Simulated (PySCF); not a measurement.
formamide cation (CH3NO), SMILES O=CN (connectivity only; charge and spin as stated), charge +1, multiplicity 2. Atoms are numbered in the order given.

```xyz
6

N      0.1566    -1.0700     0.0000
C     -0.3809     0.1091     0.0000
O      0.2420     1.2121     0.0000
H      1.1650    -1.2020     0.0000
H     -0.4351    -1.8945     0.0000
H     -1.4764     0.2354     0.0000
```
Charge +1, spin multiplicity 2.

The structure is a stationary point at TPSSh-D3(BJ)/def2-TZVP. The multiplicity is an assumed one; other spin states were not compared. The values are those of a single conformer.

The numbers are results of PySCF 2.14.0 with TDA-CAM-B3LYP/def2-SVPD, not measurements.

Vertical excitations. Gas-phase values at a fixed geometry.

Q: List the lowest excited states. (Estimate from the structure and the level; the computed values follow.)

A: 
```csv
state,energy (eV),λ (nm),f,main pairs
root 1,0.97,1272,0.000,β HOMO→LUMO 88 %
root 2,4.47,278,0.002,"β HOMO−1→LUMO 79 %, β HOMO−3→LUMO 18 %"
root 3,5.10,243,0.000,β HOMO−2→LUMO 88 %
root 4,5.62,221,0.000,"α HOMO→LUMO 47 %, β HOMO→LUMO+1 52 %"
root 5,7.32,169,0.025,"α HOMO→LUMO 5 %, β HOMO−3→LUMO 71 %, β HOMO−1→LUMO 15 %"
root 6,8.39,148,0.001,α HOMO−1→LUMO 97 %
root 7,8.75,142,0.194,"α HOMO→LUMO 24 %, α HOMO−2→LUMO 11 %, β HOMO→LUMO+1 26 %, β HOMO−2→LUMO+1 14 %, β HOMO−4→LUMO 11 %, β HOMO−3→LUMO 6 %"
root 8,9.12,136,0.053,"α HOMO−2→LUMO 35 %, α HOMO→LUMO 10 %, β HOMO−2→LUMO+1 37 %, β HOMO−4→LUMO 8 %"
root 9,9.79,127,0.000,"α HOMO−3→LUMO 11 %, β HOMO−1→LUMO+1 85 %"
root 10,9.90,125,0.000,"α HOMO→LUMO+1 27 %, β HOMO→LUMO+2 63 %"
```
Unrestricted roots are not spin-pure.
